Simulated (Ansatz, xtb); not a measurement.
Ranking isomers of HNO2S

7 gas-phase structures of HNO2S, found in a search over its isomers (lower ones may exist). Each was relaxed with GFN2-xTB; where two conformers were screened, the lower at r2SCAN-D4/def2-SVP is listed:

A. `O=S=NO`, a singlet
B. `O=NSO`, a singlet
C. `O=[N+]([O-])S`, a singlet
D. a singlet given by its coordinates
E. `N=S(=O)=O`, a singlet
F. `O=S=[NH+][O-]`, a singlet
G. `O=[S@@]1NO1`, a singlet

D (Å):

```xyz
5

N     0.2606   -0.5516   -0.5190
O     1.1823   -0.8323   -1.2413
O     0.7680   -0.0581    2.3496
S    -0.1288   -0.2078    0.9026
H     1.7173   -0.1407    2.2393
```

Close contacts (Å): N1–O2 1.20, N1–S4 1.51, O3–S4 1.71, O3–H5 0.96.

Task: Estimate their order in r2SCAN-D4/def2-SVP energy at these geometries, lowest first.

Result: Calculated order at r2SCAN-D4/def2-SVP: C (0.0), B (0.8), A (1.6), E (1.8), D (6.5), F (9.9), G (28.1) kcal/mol. Less than 1 kcal/mol parts C and B; B and A; A and E, so the order within those pairs means little.

Energies above the lowest of each column, in kcal/mol; the last columns are at B3LYP-D3(BJ)/6-311G** geometries and were run for some of them only (a dash: not run or not comparable):

| structure | GFN2-xTB | HF/STO-3G | r2SCAN-D4/def2-SVP | B3LYP-D3(BJ)/6-311G** | CCSD(T)/def2-TZVPP |
| --- | --- | --- | --- | --- | --- |
| C | 22.2 | 29.8 | 0.0 | 5.6 | – |
| B | 13.2 | 0.0 | 0.8 | 0.0 | 23.4 |
| A | 0.0 | 64.8 | 1.6 | 2.2 | 15.5 |
| E | 1.1 | 202.4 | 1.8 | 4.3 | 0.0 |
| D | 13.1 | 42.0 | 6.5 | 1.2 | 26.2 |
| F | 17.0 | 102.2 | 9.9 | – | – |
| G | 0.8 | 89.0 | 28.1 | – | – |

CCSD(T)/def2-TZVPP puts E lowest of those it was run on; GFN2-xTB picks A, HF/STO-3G picks B, r2SCAN-D4/def2-SVP picks C, B3LYP-D3(BJ)/6-311G** picks B. CCSD(T)/def2-TZVPP orders those it was run on as E (0.0), A (15.5), B (23.4), D (26.2) kcal/mol. Some further structures that were screened fall inside this span and aren't listed. Flexible structures stand in one conformer each, not always the lowest. Frequencies (B3LYP-D3(BJ)/6-311G**) were run for A, B, D, E alone. Large T1 diagnostics make some coupled-cluster values less sure.

Over these structures GFN2-xTB departs from r2SCAN-D4/def2-SVP by 10.8 kcal/mol on average once a common shift is removed. A GFN2-xTB relaxation took about 0.16 s and the r2SCAN-D4/def2-SVP energy about 2 s on a shared host (Ansatz 0.2.0, xtb 6.7.1 (Pople sets with spherical d functions)).
